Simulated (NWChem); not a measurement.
**Basis-set dependence for silicon monoxide (OSi)**

```xyz
2

Si     0.0000     0.0000     0.5539
O      0.0000     0.0000    -0.9694
```
Charge 0, spin multiplicity 1.

The numbers come from NWChem runs, not from measurements. Structure: optimised with PBE0/def2-SVP, a minimum by its harmonic frequencies.

Hartree-Fock energies in Ha, correlation energies in mHa.

The correlated methods keep 6 core orbitals frozen. No row is a measurement; the coupled-cluster row has its own basis-set and correlation limits.

```tsv
basis	functions	RHF	MP2	SCS-MP2	CCSD	CCSD+T(CCSD)	CCSD(T)	CR-CCSD[T]	CR-CCSD(T)	CCSDT
3-21G	22	-361.84565	-199.2	-191.4	-189.5	-206.0	-201.6	-202.4	-199.2	-201.7
def2-SVP	32	-363.63441	-273.1	-265.5	-278.5	-293.1	-290.2	-290.0	-287.8	-290.8
def2-TZVP	68	-363.84017	-335.2	-328.8	-337.0	-357.0	-354.7	-352.8	-351.1	not run
def2-QZVP	127	-363.85269	-362.3	-357.7	-359.5	-381.3	-379.3	-376.9	-375.3	not run
```

From def2-TZVP to def2-QZVP the Hartree-Fock energy moves by -12.5 mHa and the MP2 correlation energy by -27.1 mHa, which is 7 % of its value in the larger set.
